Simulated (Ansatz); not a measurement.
The same path of H$_{5}$OPSi (8 atoms, charge 0, multiplicity 1) was run twice with different band settings. The coordinate that changes most is the dihedral Si1–O2–P3–H7.

These are results of Ansatz 0.2.0, RKS CAM-B3LYP/6-31G*, not measurements.

Relaxed end points:

```xyz
8
Properties=species:S:1:pos:R:3
Si -0.741 0.927 -0.518
O 0.523 -0.110 -0.228
P 0.701 -1.173 1.037
H -1.894 0.207 -1.116
H -0.253 1.947 -1.471
H -1.189 1.579 0.739
H 2.108 -1.052 1.204
H 0.837 -2.382 0.297
```

```xyz
8
Properties=species:S:1:pos:R:3
Si -0.477 0.855 -0.539
O 1.002 0.225 -0.125
P 1.360 -1.154 0.720
H -1.229 -0.109 -1.385
H -0.236 2.107 -1.287
H -1.277 1.135 0.681
H 0.500 -2.089 0.064
H 0.451 -1.028 1.816
```

Common settings: movable images 9; climbing image yes; spring 5.0 eV/Å²; start path IDPP; force threshold 0.05 eV/Å; end points relaxed.

| run | optimiser | iteration limit | largest step |
| --- | --- | --- | --- |
| 1 | quadratic models (default) | 54 | default |
| 2 | lbfgs | 60 | 0.5 Å |

(1) What does each run give, and how far can it be trusted?

## Answers

(1) Run 1: converged after 10 iterations, highest image 0.039 eV above the first end. A vibrational analysis at the climbing image gives one clearly imaginary mode, 88i cm⁻¹: a first-order saddle point.
Run 2: converged after 12 iterations, highest image 0.046 eV above the first end. The order of the stationary point at the top wasn't checked.
